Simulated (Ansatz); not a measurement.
Species: tetrachlorosilane, SiCl4, charge 0, multiplicity 1. SMILES: Cl[Si](Cl)(Cl)Cl
Structure (B3LYP-D3(BJ)/def2-TZVP (Ansatz, a quantum-chemistry and plane-wave program) minimum search):
```
Si
Cl 1 2.0325
Cl 1 2.0325 2 109.47
Cl 1 2.0325 2 109.47 3 120.00
Cl 1 2.0325 2 109.47 3 -120.00
```
Charge 0, spin multiplicity 1.


Wanted: enthalpy of formation at 298 K (from the atomisation energy, B3LYP-D3(BJ)/def2-TZVP harmonic zero-point and thermal terms from Ansatz, and the atoms' enthalpies of formation in the G2/97 table, which holds older values for B and Si; no spin-orbit terms, and no core term in the frozen-core levels), in kcal/mol. Correlated levels leave the core frozen unless marked. UHF or UKS for open shells. No spin-orbit coupling. No relativistic terms. The coupled-cluster limit lacks core correlation, which all-electron functionals hold. CBS(X,Y): correlation extrapolated as X^-3; Hartree-Fock from the larger set. The bracket is a focal-point correction in the basis named.

Measured: -158.4 kcal/mol (G2/97 table in ASE (Curtiss et al.)); it holds spin-orbit and relativistic effects, which these rows lack, and core correlation, which the frozen-core levels lack. This is an older compilation, not checked against later work.

```csv
level,program,enthalpy of formation at 298 K (kcal/mol),error against measurement
HF/STO-3G,Ansatz,-81.9,76.5
HF/aug-cc-pV(D+d)Z,Ansatz,-48.8,109.6
HF/cc-pV(D+d)Z,Ansatz,-46.2,112.2
PBE-D3(BJ)/def2-TZVPD,Ansatz + dftd3,-167.0,-8.6
revPBE-D4/def2-TZVPD,Ansatz + dftd4,-157.5,0.9
CAM-B3LYP-D4/def2-TZVPD,Ansatz + dftd4,-150.0,8.4
PBE-QIDH/def2-TZVPD,Ansatz,-163.6,-5.2
CCSD/cc-pV(D+d)Z,Ansatz,-106.1,52.3
CCSD(T)/cc-pwCVTZ,Ansatz,-143.9,14.5
"RI-MP2/CBS(cc-pV(T+d)Z,cc-pV(Q+d)Z)+[CCSD(T)-MP2]/cc-pV(T+d)Z",Ansatz,-162.5,-4.1
```
